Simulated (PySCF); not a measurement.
**One molecule, many functionals**

Compound: H₅NSSi.
SMILES: `N[SiH2]S`

Linear-response calculations in the def2-SVPD basis (PySCF; singlets by full response, triplets Tamm–Dancoff, core orbitals frozen in the response; HF means time-dependent Hartree–Fock). 'Strongest' is the level of largest summed f among the singlets computed (10 roots, of which the last may lack a degenerate partner); it can jump between rows when another state enters that window. S1 is the lowest singlet of each run and needn't be the same state throughout; f(S1) is that of one state. Isolated species at its PBE0-D3(BJ)/def2-SVP geometry (one conformer only).

```csv
functional,kind,S1 (eV),f(S1),strongest (eV),T1 (eV),HOMO (eV),gap (eV),"ionisation energy, ΔSCF (eV)"
LDA,LDA,5.61,0.038,7.21,5.39,-6.17,5.50,9.20
PBE,GGA,5.64,0.037,6.36,5.38,-6.09,5.54,9.08
B3LYP,"global hybrid, 20% exact exchange",5.98,0.026,6.97,5.61,-7.10,7.02,9.38
PBE0,"global hybrid, 25% exact exchange",6.17,0.019,7.18,5.74,-7.34,7.54,9.42
BHandHLYP,"global hybrid, 50% exact exchange",6.30,0.011,8.21,5.84,-8.44,9.21,9.59
CAM-B3LYP,range-separated hybrid,6.16,0.013,8.03,5.73,-8.66,9.57,9.63
wB97X-D,range-separated hybrid,6.30,0.009,8.22,5.93,-9.20,11.03,9.63
LC-wPBE,range-separated hybrid,6.47,0.002,8.68,5.96,-10.06,12.06,9.81
```

**Question.** What does HF (Hartree–Fock) give?

**Answer.** S1 (eV) 6.65, f(S1) 0.005, strongest (eV) 9.07, T1 (eV) 6.04, HOMO (eV) -10.18, gap (eV) 12.50, ionisation energy, ΔSCF (eV) not settled. S1 runs from 5.61 eV (LDA) to 6.65 eV (HF), a spread of 1.04 eV, while the orbital gap spreads over 7.0 eV. Along PBE (0%), B3LYP (20%), PBE0 (25%), BHandHLYP (50%), HF (100%) S1 rises with the share of exact exchange. −ε(HOMO) comes closest to its own ΔSCF ionisation energy with LC-wPBE (+0.25 eV) and misses most with LDA (-3.03 eV). 'Not settled' means that the ion's SCF failed to converge or may have ended in another state than the lowest.

Without π bonds the low states are Rydberg-like; a valence basis with one diffuse set may place them up to an eV too high.
